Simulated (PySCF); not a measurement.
SCF from a fresh guess for singlet HBS, at the PBE0 minimum. PySCF input:

```python
from pyscf import gto, scf, dft
mol = gto.M(atom='''
B      0.000000    -0.000000     1.134401
S     -0.000000     0.000000    -0.463419
H      0.000000    -0.000000     2.309418''',
    basis={'B': 'def2-TZVP', 'S': 'def2-TZVP', 'H': 'def2-TZVP'},
    charge=0, spin=0)
mf = dft.RKS(mol, xc='PBE0')
mf.grids.atom_grid = (50, 194)
aux = {'B': 'def2-universal-JKFIT', 'S': 'def2-universal-JKFIT', 'H': 'def2-universal-JKFIT'}
mf = mf.density_fit(auxbasis=aux)
mf.conv_tol = 1e-08
mf.diis_space = 10
mf.max_cycle = 60
mf.init_guess = 'minao'
mf.verbose = 4
mf.kernel()
```

Excerpt of the output (cycles and frontier levels):

```
init E= -423.565291282366
  HOMO = -0.344113324386295  LUMO = -0.0820217312678461  gap/eV = 7.13188
cycle= 1 E= -423.472771085755  delta_E= 0.0925  |g|= 0.226  |ddm|= 1.44
  HOMO = -0.27431763379528  LUMO = -0.0354175321744867  gap/eV = 6.50080
cycle= 2 E= -423.44613862932  delta_E= 0.0266  |g|= 0.375  |ddm|= 0.482
  HOMO = -0.304147833538879  LUMO = -0.0360067838531478  gap/eV = 7.29649
cycle= 3 E= -423.489127109776  delta_E= -0.043  |g|= 0.0746  |ddm|= 0.303
  HOMO = -0.314202322196048  LUMO = -0.0449966732621841  gap/eV = 7.32546
cycle= 4 E= -423.490713478171  delta_E= -0.00159  |g|= 0.0211  |ddm|= 0.0701
  HOMO = -0.313350956319293  LUMO = -0.0433267388663249  gap/eV = 7.34773
cycle= 5 E= -423.490857666987  delta_E= -0.000144  |g|= 0.000947  |ddm|= 0.016
  HOMO = -0.313335306490145  LUMO = -0.0432803241146713  gap/eV = 7.34857
cycle= 6 E= -423.49085787954  delta_E= -2.13e-07  |g|= 6e-05  |ddm|= 0.00112
  HOMO = -0.313334515179984  LUMO = -0.0432778066673956  gap/eV = 7.34862
cycle= 7 E= -423.490857881057  delta_E= -1.52e-09  |g|= 1.06e-05  |ddm|= 9.88e-05
  HOMO = -0.313337202339375  LUMO = -0.0432810774761219  gap/eV = 7.34860
Extra cycle  E= -423.490857881082  delta_E= -2.46e-11  |g|= 5.44e-06  |ddm|= 1.62e-05
converged SCF energy = -423.490857881082
```

No lower solution of this spin was found by a stability analysis within the restricted form, which does not test spin polarisation.

The search for the lowest solution, with the stability check, took 1.7 s on 2 threads of a shared AMD EPYC 7R43 64-Core (Zen 3) host, with 74 basis functions; the process peaked at 0.28 GiB. Launch command: `OMP_NUM_THREADS=2 python axn.py task.json out`.
